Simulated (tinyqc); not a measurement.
UKS/PBE in the sto-6g basis, for CH2, spin multiplicity 3, step by step (part 2 of 3). Computed by tinyqc, a small Python program that keeps every step (integrals from PySCF). Command: `OMP_NUM_THREADS=1 python tinyqc.py 28074 28075 out.jsonl` (the two numbers bound the seeds that draw the settings). One thread of a shared host (Intel(R) Xeon(R) Processor @ 2.60GHz), about 5 s of CPU time with the checks.

Geometry (angstrom):
```
atom         x          y         z
C     0.000000   0.000000  0.000000
H     0.000000   1.327000  0.781000
H     0.000000  -1.327000  0.781000
```

## Iteration 1: diagonalisation and new density

F(alpha) (hartree), order 1C 1s, 1C 2s, 1C 2px, 1C 2py, 1C 2pz, 2H 1s, 3H 1s:
```
[[-12.885328, -2.992947, -0.017329, -0.015117, 0.034604, -0.286525, -0.285603],
 [-2.992947, -1.573065, -0.051074, -0.023831, 0.143863, -0.269437, -0.296169],
 [-0.017329, -0.051074, -0.584814, 0.015559, -0.002657, -0.006115, -0.008766],
 [-0.015117, -0.023831, 0.015559, -0.598366, 0.005861, -0.138919, 0.174812],
 [0.034604, 0.143863, -0.002657, 0.005861, -0.574827, -0.058295, -0.081601],
 [-0.286525, -0.269437, -0.006115, -0.138919, -0.058295, 0.169139, -0.037971],
 [-0.285603, -0.296169, -0.008766, 0.174812, -0.081601, -0.037971, -0.156326]]
```

F(beta) (hartree), order 1C 1s, 1C 2s, 1C 2px, 1C 2py, 1C 2pz, 2H 1s, 3H 1s:
```
[[-11.870154, -2.880107, -0.004358, -0.002791, 0.026522, -0.274384, -0.274376],
 [-2.880107, -1.483309, -0.065896, 0.019321, 0.117434, -0.254533, -0.287647],
 [-0.004358, -0.065896, -0.511498, -0.028896, -0.006978, -0.011687, -0.007634],
 [-0.002791, 0.019321, -0.028896, -0.476394, 0.009149, -0.123193, 0.170942],
 [0.026522, 0.117434, -0.006978, 0.009149, -0.500760, -0.057084, -0.081877],
 [-0.274384, -0.254533, -0.011687, -0.123193, -0.057084, 0.178998, -0.037028],
 [-0.274376, -0.287647, -0.007634, 0.170942, -0.081877, -0.037028, -0.142835]]
```

X, order 1C 1s, 1C 2s, 1C 2px, 1C 2py, 1C 2pz, 2H 1s, 3H 1s:
```
[[1.024311, -0.134385, 0.000000, 0.000000, -0.004347, 0.015841, 0.015841],
 [-0.134385, 1.088611, 0.000000, 0.000000, 0.035459, -0.153135, -0.153135],
 [0.000000, 0.000000, 1.000000, 0.000000, 0.000000, 0.000000, 0.000000],
 [0.000000, 0.000000, 0.000000, 1.056777, 0.000000, -0.144918, 0.144918],
 [-0.004347, 0.035459, 0.000000, 0.000000, 1.019222, -0.083377, -0.083377],
 [0.015841, -0.153135, 0.000000, -0.144918, -0.083377, 1.069740, -0.009672],
 [0.015841, -0.153135, 0.000000, 0.144918, -0.083377, -0.009672, 1.069740]]
```

D(alpha) at the start, order 1C 1s, 1C 2s, 1C 2px, 1C 2py, 1C 2pz, 2H 1s, 3H 1s:
```
[[0.959118, -0.156941, -0.015930, -0.035388, -0.307840, 0.081584, 0.070103],
 [-0.156941, 0.874587, -0.275721, -0.062259, 0.414075, -0.284037, -0.037749],
 [-0.015930, -0.275721, 0.595225, -0.148727, -0.098568, 0.118122, 0.433323],
 [-0.035388, -0.062259, -0.148727, 1.096060, -0.114850, -0.259890, 0.468539],
 [-0.307840, 0.414075, -0.098568, -0.114850, 0.264090, -0.088933, -0.075773],
 [0.081584, -0.284037, 0.118122, -0.259890, -0.088933, 1.156735, -0.137300],
 [0.070103, -0.037749, 0.433323, 0.468539, -0.075773, -0.137300, 0.732197]]
```

D(beta) at the start, order 1C 1s, 1C 2s, 1C 2px, 1C 2py, 1C 2pz, 2H 1s, 3H 1s:
```
[[0.100934, -0.165706, -0.124263, -0.008613, -0.094508, 0.079449, -0.178111],
 [-0.165706, 0.751805, -0.113302, -0.371570, 0.392507, -0.154191, -0.097710],
 [-0.124263, -0.113302, 0.363603, 0.267269, -0.039987, -0.055236, 0.478527],
 [-0.008613, -0.371570, 0.267269, 0.314061, -0.181427, 0.067867, 0.331384],
 [-0.094508, 0.392507, -0.039987, -0.181427, 0.206462, -0.063266, -0.025185],
 [0.079449, -0.154191, -0.055236, 0.067867, -0.063266, 1.019267, -0.077133],
 [-0.178111, -0.097710, 0.478527, 0.331384, -0.025185, -0.077133, 0.633528]]
```

overlap S, order 1C 1s, 1C 2s, 1C 2px, 1C 2py, 1C 2pz, 2H 1s, 3H 1s:
```
[[1.000000, 0.243228, 0.000000, 0.000000, 0.000000, 0.023043, 0.023043],
 [0.243228, 1.000000, 0.000000, 0.000000, 0.000000, 0.270873, 0.270873],
 [0.000000, 0.000000, 1.000000, 0.000000, 0.000000, 0.000000, 0.000000],
 [0.000000, 0.000000, 0.000000, 1.000000, 0.000000, 0.256452, -0.256452],
 [0.000000, 0.000000, 0.000000, 0.000000, 1.000000, 0.150934, 0.150934],
 [0.023043, 0.270873, 0.000000, 0.256452, 0.150934, 1.000000, 0.040054],
 [0.023043, 0.270873, 0.000000, -0.256452, 0.150934, 0.040054, 1.000000]]
```

Diagonalise F' = X^T F X, C = X C', fill 5 alpha and 3 beta electrons from the bottom; D(s) = C_occ C_occ^T; the new density keeps 0.3 of the old one (damping). Each column has its largest component positive (the first on a tie).

F' = X^T F X (alpha) (hartree):
```
[[-12.740212, -1.318048, -0.011111, -0.012481, 0.013378, -0.034224, -0.038185],
 [-1.318048, -1.046081, -0.051087, -0.027990, 0.163519, -0.138490, -0.125593],
 [-0.011111, -0.051087, -0.584814, 0.016058, -0.003203, -0.000943, 0.000705],
 [-0.012481, -0.027990, 0.016058, -0.570286, 0.002679, -0.101760, 0.099899],
 [0.013378, 0.163519, -0.003203, 0.002679, -0.562078, -0.058871, -0.055609],
 [-0.034224, -0.138490, -0.000943, -0.101760, -0.058871, 0.286500, -0.011538],
 [-0.038185, -0.125593, 0.000705, 0.099899, -0.055609, -0.011538, -0.060128]]
```

orbital energies (alpha) (hartree): [-12.887443, -0.988339, -0.610573, -0.574287, -0.523381, -0.012304, 0.319229]

coefficients C (alpha), order 1C 1s, 1C 2s, 1C 2px, 1C 2py, 1C 2pz, 2H 1s, 3H 1s:
```
[[1.003240, -0.226779, 0.002860, 0.000819, -0.074528, 0.051433, 0.040816],
 [-0.014269, 0.978732, -0.008907, -0.003618, 0.325647, -0.329663, -0.279920],
 [0.001355, 0.109193, -0.543412, 0.772283, -0.309665, 0.021237, 0.003767],
 [0.001367, 0.059261, 0.823216, 0.547370, -0.039149, 0.329817, -0.260108],
 [-0.003601, -0.313931, -0.111817, 0.321465, 0.869191, -0.232013, -0.173959],
 [0.002782, -0.030850, -0.018978, -0.012830, 0.003596, -0.002031, 1.092973],
 [0.003445, -0.005857, -0.042344, -0.024912, 0.084711, 1.089203, -0.009559]]
```

F' = X^T F X (beta) (hartree):
```
[[-11.703814, -1.346004, 0.004115, -0.005085, 0.005713, -0.023271, -0.025219],
 [-1.346004, -0.962534, -0.068439, 0.017029, 0.139129, -0.141100, -0.123584],
 [0.004115, -0.068439, -0.511498, -0.029949, -0.007819, 0.002363, -0.001637],
 [-0.005085, 0.017029, -0.029949, -0.439621, 0.006440, -0.110520, 0.108680],
 [0.005713, 0.139129, -0.007819, 0.006440, -0.486982, -0.060917, -0.058745],
 [-0.023271, -0.141100, 0.002363, -0.110520, -0.060917, 0.294384, -0.012017],
 [-0.025219, -0.123584, -0.001637, 0.108680, -0.058745, -0.012017, -0.045976]]
```

orbital energies (beta) (hartree): [-11.870232, -0.880453, -0.526359, -0.491774, -0.432390, 0.009503, 0.335665]

coefficients C (beta), order 1C 1s, 1C 2s, 1C 2px, 1C 2py, 1C 2pz, 2H 1s, 3H 1s:
```
[[1.000216, -0.237725, 0.012154, -0.032222, -0.066976, 0.055077, 0.046296],
 [-0.001029, 0.978426, -0.045480, 0.127234, 0.278520, -0.333881, -0.294390],
 [0.000378, 0.164146, 0.833977, 0.183474, -0.493379, 0.008652, 0.019412],
 [0.000286, -0.025489, 0.481594, -0.613199, 0.572243, 0.366042, -0.297887],
 [-0.002525, -0.279113, 0.252882, 0.693733, 0.581144, -0.245764, -0.180944],
 [0.000592, -0.017946, -0.005767, 0.001879, 0.028152, 0.009312, 1.093093],
 [0.000746, 0.002378, -0.036081, 0.130114, 0.006434, 1.085088, -0.019886]]
```

D(alpha) after iteration 1, order 1C 1s, 1C 2s, 1C 2px, 1C 2py, 1C 2pz, 2H 1s, 3H 1s:
```
[[1.032173, -0.229481, -0.005651, -0.015059, -0.090431, 0.031093, 0.019862],
 [-0.229481, 1.007356, -0.077077, 0.006466, 0.107199, -0.105404, 0.004265],
 [-0.005651, -0.077077, 0.878242, -0.048835, -0.025663, 0.032585, 0.113830],
 [-0.015059, 0.006466, -0.048835, 1.016459, -0.012563, -0.095195, 0.104055],
 [-0.090431, 0.107199, -0.025663, -0.012563, 0.758158, -0.019122, 0.027796],
 [0.031093, -0.105404, 0.032585, -0.095195, -0.019122, 0.348069, -0.040057],
 [0.019862, 0.004265, 0.113830, 0.104055, 0.027796, -0.040057, 0.226404]]
```

D(beta) after iteration 1, order 1C 1s, 1C 2s, 1C 2px, 1C 2py, 1C 2pz, 2H 1s, 3H 1s:
```
[[0.770245, -0.213637, -0.057234, 0.005955, 0.018478, 0.027186, -0.053614],
 [-0.213637, 0.897112, 0.051882, -0.144260, -0.081461, -0.058365, -0.026536],
 [-0.057234, 0.051882, 0.614804, 0.358399, 0.103561, -0.021999, 0.122768],
 [0.005955, -0.144260, 0.358399, 0.257026, 0.035802, 0.018736, 0.087209],
 [0.018478, -0.081461, 0.103561, 0.035802, 0.161240, -0.016495, -0.014408],
 [0.027186, -0.058365, -0.021999, 0.018736, -0.016495, 0.306029, -0.023024],
 [-0.053614, -0.026536, 0.122768, 0.087209, -0.014408, -0.023024, 0.190974]]
```

## Iteration 2: exchange-correlation on the grid

Becke grid with 30 radial and 50 angular points per atom, points of zero weight dropped. rho = sum D_ij phi_i phi_j; V_xc,ij = sum w v_xc phi_i phi_j plus the gradient terms; v_xc is d(rho eps)/d rho(s) for spin s at fixed gradient.

The 16 grid points with the largest w rho, of 4492 (bohr, atomic units):
```
x                  y          z         w  rho(alpha)  rho(beta)     eps_xc  v_xc(alpha)
-0.861302  -0.861302   0.000000  0.102396    0.134761   0.121145  -0.534081    -0.690322
-1.047010  -1.047010   0.000000  0.171252    0.080134   0.071846  -0.459866    -0.575186
1.047010    1.047010   0.000000  0.171252    0.074417   0.065571  -0.448583    -0.561395
0.861302    0.861302   0.000000  0.102396    0.124472   0.108986  -0.519511    -0.672459
-1.339340  -0.446447  -0.446447  0.156220    0.076791   0.071033  -0.455669    -0.568306
-0.854880  -0.854880  -0.854880  0.163249    0.071898   0.068954  -0.449170    -0.556449
-1.101781  -0.367260  -0.367260  0.092021    0.128312   0.118736  -0.528202    -0.680281
-0.703250  -0.703250  -0.703250  0.096203    0.120311   0.115187  -0.520449    -0.666676
1.339340    0.446447   0.446447  0.155621    0.072929   0.069212  -0.450057    -0.559500
-1.339340  -0.446447   0.446447  0.155621    0.082969   0.058257  -0.452297    -0.577874
-0.700193  -0.700193   0.000000  0.058762    0.195474   0.176059  -0.596272    -0.784569
-1.101781  -0.367260   0.367260  0.091923    0.138764   0.097877  -0.524503    -0.692712
1.101781    0.367260   0.367260  0.091923    0.121381   0.115126  -0.520819    -0.669110
1.047010    0.000000   1.047010  0.174213    0.075084   0.049547  -0.436266    -0.558578
-1.047010   0.000000  -1.047010  0.174878    0.070393   0.052041  -0.433218    -0.547741
-0.367260  -1.101781  -0.367260  0.091408    0.132066   0.101018  -0.520952    -0.682448
```

electrons on the grid, sum of w rho = 7.999894

E_xc = sum of w rho eps_xc = -5.73012141 hartree

V_xc(alpha) (hartree), order 1C 1s, 1C 2s, 1C 2px, 1C 2py, 1C 2pz, 2H 1s, 3H 1s:
```
[[-2.289075, -0.298353, 0.001623, 0.000631, 0.001058, -0.030708, -0.030749],
 [-0.298353, -0.619064, 0.005348, 0.001348, -0.009809, -0.126218, -0.124392],
 [0.001623, 0.005348, -0.617977, 0.003187, 0.000838, 0.000738, 0.000029],
 [0.000631, 0.001348, 0.003187, -0.628457, 0.000957, -0.111459, 0.108801],
 [0.001058, -0.009809, 0.000838, 0.000957, -0.610689, -0.066048, -0.064567],
 [-0.030708, -0.126218, 0.000738, -0.111459, -0.066048, -0.396824, -0.015158],
 [-0.030749, -0.124392, 0.000029, 0.108801, -0.064567, -0.015158, -0.362644]]
```

V_xc(beta) (hartree), order 1C 1s, 1C 2s, 1C 2px, 1C 2py, 1C 2pz, 2H 1s, 3H 1s:
```
[[-2.095600, -0.264762, 0.000442, 0.004057, 0.001656, -0.027138, -0.027459],
 [-0.264762, -0.524054, -0.011855, 0.022389, 0.011610, -0.107104, -0.106707],
 [0.000442, -0.011855, -0.550382, -0.038196, -0.012240, -0.006450, 0.000937],
 [0.004057, 0.022389, -0.038196, -0.514920, -0.003264, -0.094714, 0.095351],
 [0.001656, 0.011610, -0.012240, -0.003264, -0.506865, -0.055468, -0.052388],
 [-0.027138, -0.107104, -0.006450, -0.094714, -0.055468, -0.383838, -0.012920],
 [-0.027459, -0.106707, 0.000937, 0.095351, -0.052388, -0.012920, -0.337918]]
```

## Iteration 2: building the Kohn-Sham matrix

core Hamiltonian H = T + V (hartree), order 1C 1s, 1C 2s, 1C 2px, 1C 2py, 1C 2pz, 2H 1s, 3H 1s:
```
[[-18.626667, -4.278394, 0.000000, 0.000000, -0.009087, -0.408495, -0.408495],
 [-4.278394, -5.352809, 0.000000, 0.000000, -0.098456, -1.181029, -1.181029],
 [0.000000, 0.000000, -4.327076, 0.000000, 0.000000, 0.000000, 0.000000],
 [0.000000, 0.000000, 0.000000, -4.413250, 0.000000, -0.971837, 0.971837],
 [-0.009087, -0.098456, 0.000000, 0.000000, -4.356925, -0.584456, -0.584456],
 [-0.408495, -1.181029, 0.000000, -0.971837, -0.584456, -2.725480, -0.161272],
 [-0.408495, -1.181029, 0.000000, 0.971837, -0.584456, -0.161272, -2.725480]]
```

nuclear repulsion = 4.32346471 hartree

Given earlier and not repeated: Two-electron integrals (ij|kl) in chemists' order.

J_ij = sum D_kl (ij|kl) with D = D(alpha) + D(beta); F = H + J + V_xc; E = tr D H + tr D J / 2 + E_xc + E_nn.

Coulomb J (hartree), order 1C 1s, 1C 2s, 1C 2px, 1C 2py, 1C 2pz, 2H 1s, 3H 1s:
```
[[10.926578, 2.040779, -0.002526, -0.007024, 0.001648, 0.196963, 0.197392],
 [2.040779, 5.098806, -0.001395, -0.019581, 0.037812, 1.079450, 1.074262],
 [-0.002526, -0.001395, 5.106117, 0.020494, 0.006920, 0.002964, -0.001596],
 [-0.007024, -0.019581, 0.020494, 5.115679, 0.005908, 0.945254, -0.939256],
 [0.001648, 0.037812, 0.006920, 0.005908, 5.074619, 0.561763, 0.554832],
 [0.196963, 1.079450, 0.002964, 0.945254, 0.561763, 2.889255, 0.140196],
 [0.197392, 1.074262, -0.001596, -0.939256, 0.554832, 0.140196, 2.794204]]
```

F(alpha) (hartree), order 1C 1s, 1C 2s, 1C 2px, 1C 2py, 1C 2pz, 2H 1s, 3H 1s:
```
[[-9.989164, -2.535968, -0.000903, -0.006392, -0.006381, -0.242240, -0.241852],
 [-2.535968, -0.873068, 0.003953, -0.018233, -0.070454, -0.227797, -0.231159],
 [-0.000903, 0.003953, 0.161064, 0.023682, 0.007758, 0.003702, -0.001568],
 [-0.006392, -0.018233, 0.023682, 0.073972, 0.006865, -0.138042, 0.141382],
 [-0.006381, -0.070454, 0.007758, 0.006865, 0.107005, -0.088741, -0.094191],
 [-0.242240, -0.227797, 0.003702, -0.138042, -0.088741, -0.233050, -0.036233],
 [-0.241852, -0.231159, -0.001568, 0.141382, -0.094191, -0.036233, -0.293920]]
```

F(beta) (hartree), order 1C 1s, 1C 2s, 1C 2px, 1C 2py, 1C 2pz, 2H 1s, 3H 1s:
```
[[-9.795689, -2.502377, -0.002083, -0.002967, -0.005783, -0.238670, -0.238562],
 [-2.502377, -0.778058, -0.013250, 0.002808, -0.049035, -0.208683, -0.213473],
 [-0.002083, -0.013250, 0.228659, -0.017701, -0.005320, -0.003486, -0.000659],
 [-0.002967, 0.002808, -0.017701, 0.187510, 0.002644, -0.121297, 0.127932],
 [-0.005783, -0.049035, -0.005320, 0.002644, 0.210828, -0.078161, -0.082012],
 [-0.238670, -0.208683, -0.003486, -0.121297, -0.078161, -0.220064, -0.033995],
 [-0.238562, -0.213473, -0.000659, 0.127932, -0.082012, -0.033995, -0.269195]]
```

total energy of this density = -35.13734666 hartree

This density is a damped mixture and is not idempotent.

## Iteration 2: diagonalisation and new density

As before.

F' = X^T F X (alpha) (hartree):
```
[[-9.812280, -1.309593, -0.001456, -0.004319, -0.008681, -0.009996, -0.011276],
 [-1.309593, -0.357278, 0.004373, -0.019566, -0.029128, -0.119902, -0.119637],
 [-0.001456, 0.004373, 0.161064, 0.024263, 0.007873, -0.000723, 0.000452],
 [-0.004319, -0.019566, 0.024263, 0.158651, 0.006360, -0.141443, 0.140593],
 [-0.008681, -0.029128, 0.007873, 0.006360, 0.134904, -0.082574, -0.081453],
 [-0.009996, -0.119902, -0.000723, -0.141443, -0.082574, -0.152056, -0.010449],
 [-0.011276, -0.119637, 0.000452, 0.140593, -0.081453, -0.010449, -0.217347]]
```

orbital energies (alpha) (hartree): [-9.990484, -0.377572, -0.268017, -0.036073, 0.154635, 0.174027, 0.259141]

coefficients C (alpha), order 1C 1s, 1C 2s, 1C 2px, 1C 2py, 1C 2pz, 2H 1s, 3H 1s:
```
[[0.996926, -0.159796, -0.047730, -0.211754, 0.005313, -0.035172, 0.003894],
 [0.012770, 0.545392, 0.186554, 0.936929, -0.039202, 0.198513, -0.009602],
 [0.000081, -0.006678, -0.024447, -0.003733, 0.939154, 0.255438, 0.228221],
 [0.000736, -0.005941, 0.265777, -0.006055, -0.185697, -0.192816, 1.008171],
 [0.001322, 0.140226, 0.021509, -0.190068, -0.287066, 0.948842, 0.122607],
 [-0.002315, 0.323937, 0.617608, -0.611735, 0.201095, -0.249748, -0.482367],
 [-0.001985, 0.542074, -0.613359, -0.461640, -0.001078, -0.398270, 0.392812]]
```

F' = X^T F X (beta) (hartree):
```
[[-9.616720, -1.312032, -0.000396, -0.003512, -0.011363, -0.008867, -0.009838],
 [-1.312032, -0.260485, -0.013698, 0.002989, -0.004743, -0.119756, -0.116693],
 [-0.000396, -0.013698, 0.228659, -0.018297, -0.005538, 0.001282, -0.000797],
 [-0.003512, 0.002989, -0.018297, 0.276896, 0.002382, -0.143791, 0.142508],
 [-0.011363, -0.004743, -0.005538, 0.002382, 0.240626, -0.083323, -0.082668],
 [-0.008867, -0.119756, 0.001282, -0.143791, -0.083323, -0.143845, -0.010429],
 [-0.009838, -0.116693, -0.000797, 0.142508, -0.082668, -0.010429, -0.196149]]
```

orbital energies (beta) (hartree): [-9.797376, -0.322917, -0.235493, 0.022903, 0.226101, 0.276237, 0.359528]

coefficients C (beta), order 1C 1s, 1C 2s, 1C 2px, 1C 2py, 1C 2pz, 2H 1s, 3H 1s:
```
[[0.996491, -0.132904, -0.042911, -0.230565, 0.006212, -0.044847, -0.009237],
 [0.014541, 0.424008, 0.151311, 0.995890, -0.020490, 0.233109, 0.042961],
 [0.000227, 0.012509, 0.016404, 0.044244, 0.982982, -0.110534, -0.138370],
 [0.000331, -0.034203, 0.192037, -0.032718, 0.134108, -0.103389, 1.044504],
 [0.001340, 0.097516, 0.026488, -0.177761, 0.128721, 0.995002, 0.074717],
 [-0.002558, 0.349312, 0.723943, -0.511182, -0.088325, -0.279345, -0.450365],
 [-0.002403, 0.648940, -0.554816, -0.462228, 0.034833, -0.343211, 0.366714]]
```

D(alpha) after iteration 2, order 1C 1s, 1C 2s, 1C 2px, 1C 2py, 1C 2pz, 2H 1s, 3H 1s:
```
[[1.056231, -0.266196, 0.003971, -0.012013, -0.015505, 0.042267, 0.032855],
 [-0.266196, 1.150460, -0.057085, 0.035510, -0.028264, -0.234045, -0.174623],
 [0.003971, -0.057085, 0.881339, -0.141234, -0.196945, 0.131492, 0.042609],
 [-0.012013, 0.035510, -0.141234, 0.378573, 0.037771, 0.061449, -0.083054],
 [-0.015505, -0.028264, -0.196945, 0.037771, 0.324510, 0.076338, 0.113948],
 [0.042267, -0.234045, 0.131492, 0.061449, 0.076338, 0.735148, 0.043263],
 [0.032855, -0.174623, 0.042609, -0.083054, 0.113948, 0.043263, 0.686140]]
```

D(beta) after iteration 2, order 1C 1s, 1C 2s, 1C 2px, 1C 2py, 1C 2pz, 2H 1s, 3H 1s:
```
[[0.939823, -0.097940, -0.018669, -0.000569, -0.003390, -0.047871, -0.061467],
 [-0.097940, 0.411156, 0.021017, -0.033086, 0.007324, 0.162821, 0.125859],
 [-0.018669, 0.021017, 0.184739, 0.109425, 0.032227, 0.004771, 0.036142],
 [-0.000569, -0.033086, 0.109425, 0.103741, 0.011967, 0.094574, -0.063956],
 [-0.003390, 0.007324, 0.032227, 0.011967, 0.055521, 0.032317, 0.029685],
 [-0.047871, 0.162821, 0.004771, 0.094574, 0.032317, 0.544092, -0.129384],
 [-0.061467, 0.125859, 0.036142, -0.063956, 0.029685, -0.129384, 0.567557]]
```
